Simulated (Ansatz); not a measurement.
Coupled-cluster diagnostics for Li3H2, Ansatz.

Geometry of the doublet (PBE-D4/def2-TZVP):

Cartesian coordinates in Å:
```
Li 1.305 -0.285 -0.668
Li -0.809 0.873 -0.285
Li -1.154 -0.923 1.766
H 0.524 1.036 -1.403
H 0.134 -0.701 0.590
```

Correlated methods freeze no core orbitals; core or outer-core shells of Li are correlated, in sets that lack core-valence functions. Another isomer (doublet) lies 0.12 eV lower at PBE0-D4/def2-TZVP; other spin states weren't run for this one.

Question: Estimate the CCSD(T) correlation energy, the shares of MP2 and (T), T1 and the reference's ⟨S²⟩ for: charge 0, doublet, own geometry in def2-TZVPP; and the rough time on 4 threads of Arm Neoverse V1 on a shared host.

Answer: 
| state | basis | correlation (eV) | MP2 share (%) | (T) share (%) | T1 | ⟨S²⟩ (pure) | wall time |
| --- | --- | --- | --- | --- | --- | --- | --- |
| charge 0, doublet, own geometry | def2-TZVPP | -4.983 | 83.3 | 0.5 | 0.008 | 0.75 (0.75) | 2.3 s |
Customary marks for T1 are 0.02 (closed shells), 0.045 (open shells) and about 0.05 (3d metals). T1 stays under 0.02 throughout.
